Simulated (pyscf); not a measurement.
5 gas-phase steps of one pattern: substitution at C on the doublet surface, C–H broken and C–Ge or C–Si or C–Sn formed. Single points on ωB97X-D3(BJ)/def2-SVP structures (PySCF, gas phase). Electronic energies in kcal/mol, from the separated reactants; ΔE‡ at ωB97M-D3(BJ)/def2-TZVP, beside the barrier at B3LYP-D3(BJ)/def2-TZVP on the same structures. Rows were drawn at random from the steps of this pattern with a verified saddle, stable references and no exit in the data more than 5 kcal/mol lower.

```csv
row,step,ΔE‡(B3LYP-D3(BJ)),ΔE‡
1,CH₄ + HO–Si•(OH)–OH → H₃C–Si(OH)(OH)–OH + H•,44.5,44.9
2,CH₄ + H₃C–Si•(CH₃)–OH → H₃C–Si(CH₃)(CH₃)–OH + H•,44.9,?
3,CH₄ + Cl–SiH•–Cl → H₃C–SiH(Cl)–Cl + H•,43.0,43.8
4,CH₄ + HO–Ge•(OH)–OH → H₃C–Ge(OH)(OH)–OH + H•,47.0,49.4
5,CH₄ + HO–Sn•(OH)–OH → H₃C–Sn(OH)(OH)–OH + H•,53.2,55.7
```

Fit ΔE‡ = a + b·ΔE‡(B3LYP-D3(BJ)) to the other rows and predict row 2.

Over the 4 complete rows the means are +46.9 (ΔE‡(B3LYP-D3(BJ))) and 48.5 (ΔE‡); least squares gives b = 1.19 and a = -7.4 kcal/mol, with residuals of 0.6 kcal/mol (root mean square; largest 0.9, row 4). For row 2: -7.4 + 1.19 × (+44.9) = 46.0 kcal/mol. The computed barrier is 45.5 kcal/mol, 0.5 under the line. The line follows these rows closely. Each barrier is that of the saddle found. Elements up to Kr have no core potential and no relativistic terms here. Elements past Kr carry the def2 core potentials, without spin-orbit coupling.
